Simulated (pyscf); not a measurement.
Thermochemistry of product channels of `[OH][AlH2]` + `[NH3]` on the singlet surface, in kcal/mol, from ωB97M-D3(BJ)/def2-TZVP energies (ideal gas, 1 atm, RRHO with modes under 100 cm⁻¹ raised to 100, one conformer, R ln 2 for chiral ones without a mode under 150 cm⁻¹). Optimised with ωB97X-D3(BJ)/def2-SVP in PySCF.

```tsv
products	ΔE	ΔH(298 K)	ΔG(298 K)	ΔG(900 K)
`[NH2][AlH][OH]` + `[H][H]`	-17.5	-20.2	-18.5	___
`[OH2]` + `[NH2][AlH2]`	+10.6	+10.2	+10.6	___
```

Fill in the missing entries.


- `[NH2][AlH][OH]` + `[H][H]`, ΔG(900 K): -16.7
- `[OH2]` + `[NH2][AlH2]`, ΔG(900 K): +11.1

These are energies of the channels, which say nothing of barriers.
